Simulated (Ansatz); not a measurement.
System: diamond. Method: BLYP in Ansatz (PAW).

Run with plane-wave cutoff 520 eV, 16×16×16 k mesh, scalar-relativistic PAW data made under PBE.

Computed at the level's own relaxed cell.

Elastic tensor (GPa, Voigt notation, ions relaxed):

```
 1024.2    98.5    98.5     0.0     0.0     0.0
   98.5  1024.2    98.5     0.0     0.0     0.0
   98.5    98.5  1024.2     0.0     0.0     0.0
    0.0     0.0     0.0   529.1     0.0     0.0
    0.0     0.0     0.0     0.0   529.1     0.0
    0.0     0.0     0.0     0.0     0.0   529.1
```

Q: Work out the Voigt, Reuss and Hill averages of the bulk and shear moduli, Young's modulus and Poisson's ratio from the printed constants.

A: K_V = [C11 + C22 + C33 + 2(C12 + C13 + C23)]/9 = [3072.6 + 2 × 295.5]/9 = 407.1 GPa. G_V = [3072.6 − 295.5 + 3 × 1587.3]/15 = 502.6 GPa. From the compliances S = C⁻¹, K_R = 407.1 and G_R = 500.4 GPa. Hill means: K = 407.1, G = 501.5 GPa. E = 9KG/(3K + G) = 1067 GPa, ν = (3K − 2G)/(6K + 2G) = 0.06, K/G = 0.81.

Measured, for comparison: elastic constant C11 1081 GPa, elastic constant C12 125 GPa, elastic constant C44 579 GPa (low temperature, zero-point motion not removed; as tabulated in Tanner et al. (2021), arXiv:2110.11888). Computed (rounded) less measured: elastic constant C11 -5 %, elastic constant C12 -21 %, elastic constant C44 -9 %.

Static lattice: no zero-point or thermal effects.

Ansatz is an electronic-structure program.
